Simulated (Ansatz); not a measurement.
# SiH₃O− (SMILES O[SiH2-]): one structure at several levels

The task here is to estimate one member of a computed series from the others.

The runs use Ansatz 0.2.0, Gaussian basis; single points in def2-TZVPPD.

Cores are frozen in the correlated methods. B3LYP uses VWN-RPA correlation.

## The system as given

5 atoms, charge -1, spin multiplicity 1.

Atoms are counted from 1 here; the program's logs count them from 0.

Bond lengths: O1–Si2 1.713 Å, O1–H3 1.000 Å, Si2–H4 1.699 Å, Si2–H5 1.614 Å. Angles: Si2–O1–H3 105.5°, O1–Si2–H4 96.9°, O1–Si2–H5 101.8°, H4–Si2–H5 91.9°.

Coordinates:

```
O     0.58570   -0.40480    0.84410
Si    0.27200    0.39580   -0.63710
H     0.51840   -1.38140    0.63990
H    -1.30040   -0.20630   -0.86470
H    -0.28900    1.82060   -0.12850
```

The first run:

Input file run/in.yaml:

```yaml
crystal:
  periodic: [false, false, false]
  atoms:
    - {symbol: O, position_ang: [0.585700, -0.404800, 0.844100]}
    - {symbol: Si, position_ang: [0.272000, 0.395800, -0.637100]}
    - {symbol: H, position_ang: [0.518400, -1.381400, 0.639900]}
    - {symbol: H, position_ang: [-1.300400, -0.206300, -0.864700]}
    - {symbol: H, position_ang: [-0.289000, 1.820600, -0.128500]}
basis:
  gaussian: {orbitals: "def2-TZVPPD.json"}
total_charge: -1
correlation: {method: ccsd_t}
output: {forces: true}
```

The basis file named in the input lies beside it (Basis Set Exchange, JSON).

No record of the launch command was kept for these runs.

Steps of the session up to this table: CCSD(T)/def2-TZVPPD; PBE0-D4/def2-TZVPPD; wB97M-V/def2-TZVPPD; r2SCAN-D4/def2-TZVPPD; PBE-D4/def2-TZVPPD; BLYP-D4/def2-TZVPPD; B3LYP-D4/def2-TZVPPD.

One table of the session follows, with a row left open; its other results are not shown here.

| method | RMS force component (eV/Å) | angle to CCSD(T) forces (°) |
| --- | --- | --- |
| CCSD(T) | 0.974 | reference |
| PBE0-D4 | 0.956 | 6.1 |
| wB97M-V | 0.973 | 3.2 |
| r2SCAN-D4 | 0.917 | 3.4 |
| PBE-D4 | 0.857 | 10.5 |
| BLYP-D4 | ? | ? |
| B3LYP-D4 | 0.935 | 3.5 |

Q: Estimate the row for BLYP-D4 from the others.

The run gave: RMS force component (eV/Å): 0.861; angle to CCSD(T) forces (°): 13.1. In the column «RMS force component (eV/Å)» it lies between PBE-D4 (0.857) and r2SCAN-D4 (0.917).

Caveats from the session: The anion's highest level is positive in at least one run, so there the basis alone may hold the extra electron.
